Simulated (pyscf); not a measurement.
Structures and frequencies: ωB97X-D3(BJ)/def2-SVP in PySCF.

Question: For F–W(F)(=S)(SH)–SH → F–W(F)(=S)=S + H₂S, an elimination (singlet surface; H–S, S–W broken, H–S formed), PBE/def2-TZVP gives ΔE‡ = 16.4 kcal/mol and ΔE = +3.4 kcal/mol (zero: the reactant's lowest minimum found). In which direction and how far do PBE0-D3(BJ)/def2-TZVP, M06-2X/def2-TZVP, ωB97M-D3(BJ)/def2-TZVP move these?

Answer: PBE0-D3(BJ): ΔE‡ = 18.8 kcal/mol, ΔE = +6.5 kcal/mol; M06-2X: ΔE‡ = 23.4 kcal/mol, ΔE = +4.4 kcal/mol; ωB97M-D3(BJ): ΔE‡ = 22.4 kcal/mol, ΔE = +3.8 kcal/mol. PBE's barrier lies under all of them, by 2.4 to 7.0 kcal/mol. Its reaction energy lies under all of them, by 0.4 to 3.1 kcal/mol. On the product side the descent ends in an adduct with a S–W contact, 14.1 kcal/mol under the separated species and 24.9 kcal/mol under the saddle at ωB97X-D3(BJ)/def2-TZVP. What is counted as broken (S–W) persists as a longer contact in the product adduct; parting that adduct is a step of its own. One saddle was located; it need not be the lowest between these sides. Elements past Kr carry the def2 core potentials, without spin-orbit coupling.
